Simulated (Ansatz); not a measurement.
Relaxation of BFH₃ (5 atoms, charge 0, multiplicity 2), to a largest force component of 0.03 eV/Å in at most 50 steps.

Theory: UKS r2SCANh/6-31G* (Ansatz 0.2.0).

```xyz
5
Properties=species:S:1:pos:R:3:forces:R:3
B 0.000 0.000 -0.097 0.00 0.00 -0.12
F 0.000 0.000 1.225 0.00 0.00 -0.25
H 1.062 0.000 -0.656 -0.06 0.00 0.03
H -1.062 0.000 -0.656 0.06 0.00 0.03
H 0.000 0.000 3.353 0.00 0.00 0.31
```

Q: Where does it end, and by what steps?

A: The run converged. After 8 steps the energy has fallen by 0.073 eV; H5 moved furthest, 0.62 Å.

```csv
step,energy less start (eV),largest force component (eV/Å),accepted
0,0.0000,0.311,yes
1,-0.0305,0.200,yes
2,-0.0587,0.575,yes
3,-0.0685,0.166,yes
4,-0.0708,0.112,yes
5,-0.0726,0.078,yes
6,-0.0729,0.073,yes
7,-0.0727,0.087,no
8,-0.0731,0.002,yes
```

```xyz
5
Properties=species:S:1:pos:R:3
B 0.000 0.000 -0.251
F 0.000 0.000 1.070
H 1.059 0.000 -0.810
H -1.059 0.000 -0.810
H 0.000 0.000 3.971
```

Whether the end is a true minimum wasn't checked by a vibrational analysis.

Time of the run: 11 s on 1 thread of Intel(R) Xeon(R) 6975P-C (Granite Rapids), with other jobs on the host, peak memory 0.14 GiB.
